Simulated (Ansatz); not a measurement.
This geometry of H$_{3}$MgOS (6 atoms, charge 1, multiplicity 1) is a first-order saddle point.

Method: RKS PBE-D4/def2-TZVP (Ansatz).

```xyz
6
Properties=species:S:1:pos:R:3
Mg -1.814 -0.234 -0.787
O -0.091 0.036 -0.015
S 1.322 0.175 0.577
H -3.329 -0.453 -1.461
H 2.338 0.656 -0.168
H 1.573 -0.181 1.853
```

Q: Which two structures does it join? (They come from a converged band through this point; their orientation in space is the band's.)

A: No bond is made or broken. The height of S3 over the plane of its neighbours goes from 0.68 to -0.68 Å. The two ends are copies of one structure, up to a mirror image or an exchange of like atoms. The height can change sign by an inversion or by a turn that exchanges like atoms.

Image 0:

```xyz
6
Properties=species:S:1:pos:R:3
Mg -1.755 -0.236 -0.767
O 0.002 -0.064 -0.028
S 1.452 -0.305 0.427
H -3.294 -0.366 -1.405
H 2.122 0.837 0.038
H 1.472 0.134 1.736
```

Image 10:

```xyz
6
Properties=species:S:1:pos:R:3
Mg -1.755 -0.233 -0.766
O -0.034 0.065 0.014
S 1.193 0.660 0.728
H -3.253 -0.516 -1.453
H 2.249 0.363 -0.111
H 1.600 -0.339 1.589
```

Q: How far does it lie above each of them?

A: 39.2 kcal/mol above the first and 39.2 kcal/mol above the second. This is the barrier of this one path; another mechanism may lie lower.

Time of the run: 35 s on 2 threads of AMD EPYC 9R45 96-Core Processor (Zen 5), on a shared host, peak memory 0.21 GiB.
